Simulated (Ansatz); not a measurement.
TO(Γ) frequency of some cubic solids

Method: RPBE (plane waves, PAW; Ansatz, a first-principles code). References are measured values at room or unstated temperature, uncorrected unless marked, so that the deviations hold thermal and zero-point effects besides the level's error.

Values in cm⁻¹.

| solid | reference | RPBE | deviation (%) |
|---|---|---|---|
| cubic BN | 1055 | 1012 | -4.1 |
| zinc-blende InP | 307 | 275 | -10.4 |
| zinc-blende GaP | 366 | 336 | -8.2 |
| zinc-blende BP | 794 | 791 | -0.4 |
| 3C-SiC | 796 | 766 | -3.8 |
| zinc-blende AlAs | 361 | 340 | -5.8 |
| rock-salt MgO | 396 | 346 | -12.6 |

Over these 7 solids the mean deviation is -6.5 %, the mean absolute deviation 6.5 % (median 5.8 %), and the worst case rock-salt MgO at -12.6 %; the value is too low in 7 of 7 cases.

Spin–orbit coupling is left out, also for the solids with elements from indium on (zinc-blende InP); its size isn't shown.

Differences are worked out from the printed values.

Each level is taken at its own relaxed cell. Ansatz's density-functional and Hartree–Fock values are scalar-relativistic unless marked +SOC, with PAW data made under PBE.

Not in this set, of the solids of all kinds but layered and molecular ones with a reference value in our tables and a result at some level: 31 for no value at RPBE (not run, a failed fit, an unstable or unbound cell, or a value held back for tests); 7 for a reference of another kind, counted apart; 4 for a doubt noted on the run at RPBE; 1 for sources at odds. These can be a level's best or worst cases. At least 7 more with a reference value are held back for tests. Solids without a released value at any level aren't counted. The metals Ce to Yb are counted apart.

References as tabulated in Ioffe Institute, NSM Archive: BN, mechanic properties page; Ioffe Institute, NSM Archive: InP, mechanic properties page; Han and Bester (2011), arXiv:1107.0196; Solozhenko et al. (2014), arXiv:1505.05714 and others.
